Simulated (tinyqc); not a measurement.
Inside a calculation. Method: ROHF in the sto-3g basis, for NH, spin multiplicity 3. One step of it, computed by the program tinyqc.

Question. Iteration 2: building the Fock matrix. J_ij = sum D_kl (ij|kl) with D = D(alpha) + D(beta), K_ij = sum D_kl (ik|jl) for each spin; F = H + J - K(s); E = tr D H + tr D J / 2 - 0.5 sum_s tr D(s) K(s) + E_nn.

D(alpha) after iteration 1:
```
,1N 1s,1N 2s,1N 2px,1N 2py,1N 2pz,2H 1s
1N 1s,1.057934,-0.247337,0.000000,0.000000,0.026440,0.002713
1N 2s,-0.247337,1.059507,0.000000,0.000000,-0.131027,-0.051506
1N 2px,0.000000,0.000000,1.000000,0.000000,0.000000,0.000000
1N 2py,0.000000,0.000000,0.000000,1.000000,0.000000,0.000000
1N 2pz,0.026440,-0.131027,0.000000,0.000000,0.440623,0.409381
2H 1s,0.002713,-0.051506,0.000000,0.000000,0.409381,0.385217
```

D(beta) after iteration 1:
```
,1N 1s,1N 2s,1N 2px,1N 2py,1N 2pz,2H 1s
1N 1s,1.057934,-0.247337,0.000000,0.000000,0.026440,0.002713
1N 2s,-0.247337,1.059507,0.000000,0.000000,-0.131027,-0.051506
1N 2px,0.000000,0.000000,0.000000,0.000000,0.000000,0.000000
1N 2py,0.000000,0.000000,0.000000,0.000000,0.000000,0.000000
1N 2pz,0.026440,-0.131027,0.000000,0.000000,0.440623,0.409381
2H 1s,0.002713,-0.051506,0.000000,0.000000,0.409381,0.385217
```

core Hamiltonian H = T + V (hartree):
```
,1N 1s,1N 2s,1N 2px,1N 2py,1N 2pz,2H 1s
1N 1s,-24.536395,-5.641554,0.000000,0.000000,-0.006744,-0.412461
1N 2s,-5.641554,-6.598272,0.000000,0.000000,-0.085510,-1.152329
1N 2px,0.000000,0.000000,-5.235554,0.000000,0.000000,0.000000
1N 2py,0.000000,0.000000,0.000000,-5.235554,0.000000,0.000000
1N 2pz,-0.006744,-0.085510,0.000000,0.000000,-5.281370,-1.039189
2H 1s,-0.412461,-1.152329,0.000000,0.000000,-1.039189,-2.847125
```

Two-electron integrals (ij|kl) in chemists' order, unique and non-zero (hartree):
```
i,j,k,l,(ij|kl)
1,1,1,1,4.166630
2,1,1,1,0.640849
2,1,2,1,0.117461
2,2,1,1,0.969864
2,2,2,1,0.220936
2,2,2,2,0.708245
3,1,3,1,0.020960
3,2,3,1,0.032452
3,2,3,2,0.156449
3,3,1,1,0.967124
3,3,2,1,0.220977
3,3,2,2,0.708086
3,3,3,3,0.762805
4,1,4,1,0.020960
4,2,4,1,0.032452
4,2,4,2,0.156449
4,3,4,3,0.041119
4,4,1,1,0.967124
4,4,2,1,0.220977
4,4,2,2,0.708086
4,4,3,3,0.680568
4,4,4,4,0.762805
5,1,5,1,0.020960
5,2,5,1,0.032452
5,2,5,2,0.156449
5,3,5,3,0.041119
5,4,5,4,0.041119
5,5,1,1,0.967124
5,5,2,1,0.220977
5,5,2,2,0.708086
5,5,3,3,0.680568
5,5,4,4,0.680568
5,5,5,5,0.762805
6,1,1,1,0.046832
6,1,2,1,0.008524
6,1,2,2,0.015978
6,1,3,3,0.015945
6,1,4,4,0.015945
6,1,5,1,0.000409
6,1,5,2,0.000782
6,1,5,5,0.016045
6,1,6,1,0.000627
6,2,1,1,0.143998
6,2,2,1,0.033341
6,2,2,2,0.122290
6,2,3,3,0.119652
6,2,4,4,0.119652
6,2,5,1,0.002722
6,2,5,2,0.023126
6,2,5,5,0.127439
6,2,6,1,0.002486
6,2,6,2,0.030244
6,3,3,1,0.002999
6,3,3,2,0.018648
6,3,5,3,0.004354
6,3,6,3,0.003463
6,4,4,1,0.002999
6,4,4,2,0.018648
6,4,5,4,0.004354
6,4,6,4,0.003463
6,5,1,1,0.128205
6,5,2,1,0.030009
6,5,2,2,0.117234
6,5,3,3,0.112044
6,5,4,4,0.112044
6,5,5,1,0.005011
6,5,5,2,0.038347
6,5,5,5,0.127475
6,5,6,1,0.002305
6,5,6,2,0.034795
6,5,6,5,0.042895
6,6,1,1,0.340014
6,6,2,1,0.079877
6,6,2,2,0.336267
6,6,3,3,0.323710
6,6,4,4,0.323710
6,6,5,1,0.006546
6,6,5,2,0.078953
6,6,5,5,0.361031
6,6,6,1,0.005965
6,6,6,2,0.117210
6,6,6,5,0.151163
6,6,6,6,0.774606
```

nuclear repulsion = 2.38829173 hartree

Give: Coulomb J; exchange K(alpha); exchange K(beta); F(alpha); F(beta); total energy of this density.

Answer.

Coulomb J (hartree):
```
,1N 1s,1N 2s,1N 2px,1N 2py,1N 2pz,2H 1s
1N 1s,13.466,2.449,0.000,0.000,-0.002,0.178
1N 2s,2.449,5.800,0.000,0.000,0.040,1.012
1N 2px,0.000,0.000,5.780,0.000,0.000,0.000
1N 2py,0.000,0.000,0.000,5.780,0.000,0.000
1N 2pz,-0.002,0.040,0.000,0.000,5.822,0.986
2H 1s,0.178,1.012,0.000,0.000,0.986,3.098
```

exchange K(alpha) (hartree):
```
,1N 1s,1N 2s,1N 2px,1N 2py,1N 2pz,2H 1s
1N 1s,4.267,0.723,0.000,0.000,0.001,0.057
1N 2s,0.723,1.165,0.000,0.000,-0.032,0.236
1N 2px,0.000,0.000,0.997,0.000,0.000,0.000
1N 2py,0.000,0.000,0.000,0.997,0.000,0.000
1N 2pz,0.001,-0.032,0.000,0.000,0.707,0.286
2H 1s,0.057,0.236,0.000,0.000,0.286,0.458
```

exchange K(beta) (hartree):
```
,1N 1s,1N 2s,1N 2px,1N 2py,1N 2pz,2H 1s
1N 1s,4.225,0.658,0.000,0.000,0.001,0.051
1N 2s,0.658,0.852,0.000,0.000,-0.032,0.199
1N 2px,0.000,0.000,0.193,0.000,0.000,0.000
1N 2py,0.000,0.000,0.000,0.193,0.000,0.000
1N 2pz,0.001,-0.032,0.000,0.000,0.625,0.277
2H 1s,0.051,0.199,0.000,0.000,0.277,0.451
```

F(alpha) (hartree):
```
,1N 1s,1N 2s,1N 2px,1N 2py,1N 2pz,2H 1s
1N 1s,-15.337,-3.916,0.000,0.000,-0.010,-0.291
1N 2s,-3.916,-1.963,0.000,0.000,-0.013,-0.377
1N 2px,0.000,0.000,-0.453,0.000,0.000,0.000
1N 2py,0.000,0.000,0.000,-0.453,0.000,0.000
1N 2pz,-0.010,-0.013,0.000,0.000,-0.166,-0.338
2H 1s,-0.291,-0.377,0.000,0.000,-0.338,-0.207
```

F(beta) (hartree):
```
,1N 1s,1N 2s,1N 2px,1N 2py,1N 2pz,2H 1s
1N 1s,-15.295,-3.851,0.000,0.000,-0.010,-0.285
1N 2s,-3.851,-1.650,0.000,0.000,-0.013,-0.339
1N 2px,0.000,0.000,0.351,0.000,0.000,0.000
1N 2py,0.000,0.000,0.000,0.351,0.000,0.000
1N 2pz,-0.010,-0.013,0.000,0.000,-0.084,-0.330
2H 1s,-0.285,-0.339,0.000,0.000,-0.330,-0.201
```

total energy of this density = -54.15954 hartree
